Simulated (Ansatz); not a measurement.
```yaml
crystal:
  periodic: [false, false, false]
  atoms:
    - {symbol: W, position_ang: [-0.191972, 0.001397, 0.001197]}
    - {symbol: N, position_ang: [2.017323, -0.014676, -0.012583]}
    - {symbol: H, position_ang: [2.319824, -0.993384, -0.009267]}
    - {symbol: H, position_ang: [2.335737, 0.475805, 0.828504]}
    - {symbol: H, position_ang: [2.325123, 0.466794, -0.862779]}
basis:
  gaussian: {orbitals: def2-TZVP}
magnetization: {spin_polarized: true, initial_magnetization: 4}
hamiltonian: {xc: pbe0}
relax: {f_tol: 0.004, max_steps: 80}
```

```sh
$ ansatz run in.yaml --threads 1 --pin off --events-out ev --progress --plain --max-ram 2176MiB
```

Steps of the relaxation (energy above the last step; positions in Å, forces in eV/Å):

```
5
step 1, 31.8 meV
W    -0.192    0.001    0.001    0.408   -0.003   -0.003
N     2.017   -0.015   -0.013   -0.761    0.006    0.005
H     2.320   -0.993   -0.009    0.120    0.357   -0.003
H     2.336    0.476    0.829    0.115   -0.181   -0.309
H     2.325    0.467   -0.863    0.118   -0.178    0.310
```

```
5
step 2, 2.9 meV
W    -0.172    0.001    0.001    0.026    0.000    0.000
N     1.990   -0.014   -0.012   -0.274    0.002    0.002
H     2.322   -0.978   -0.009    0.083    0.040   -0.001
H     2.338    0.468    0.815    0.083   -0.021   -0.035
H     2.328    0.459   -0.850    0.083   -0.021    0.035
```

```
5
step 3, 0.0 meV
W    -0.179    0.001    0.001    0.003    0.000    0.000
N     1.978   -0.014   -0.012   -0.047    0.000    0.000
H     2.329   -0.972   -0.009    0.015   -0.021    0.000
H     2.344    0.465    0.810    0.015    0.010    0.018
H     2.334    0.456   -0.844    0.015    0.010   -0.018
```

```
5
step 5, 0.0 meV
W    -0.180    0.001    0.001    0.000    0.000    0.000
N     1.977   -0.014   -0.012    0.000    0.000    0.000
H     2.329   -0.972   -0.009    0.000    0.000    0.000
H     2.345    0.465    0.810    0.000    0.000    0.000
H     2.334    0.456   -0.844    0.000    0.000    0.000
```

Close pairs at the end: N2–H4 1.020 Å, N2–H3 1.020 Å, N2–H5 1.020 Å, W1–N2 2.157 Å, W1–H3 2.691 Å, W1–H4 2.691 Å, W1–H5 2.691 Å.

A stationary point of unrestricted PBE0 after 5 steps, with ⟨S²⟩ = 6.071 against 6.00 for a pure state; no frequencies were run, so it isn't proven a minimum. 18 s on 1 thread of AMD EPYC 7R13, shared host.
